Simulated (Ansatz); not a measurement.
## Ansatz (development build ahead of 0.2.0) run

```yaml
crystal:
  periodic: [false, false, false]
  atoms:
    - { symbol: C, position_ang: [0.0, 0.0, 0.0] }
    - { symbol: Al, position_ang: [1.2098, 1.61306, 3.49238] }
basis:
  gaussian: { orbitals: "6-31G" }
magnetization:
  initial_magnetization: 3
hamiltonian:
  xc: hf
correlation:
  method: fci
  frozen_orbitals: { Al: 5, C: 1 }
```

The input is written out in the form of the current development build from the run's settings.

The run gave:

```
Converged    : yes
Total energy : -279.60740 hartree
State        : lowest quartet root, of any spatial symmetry
```
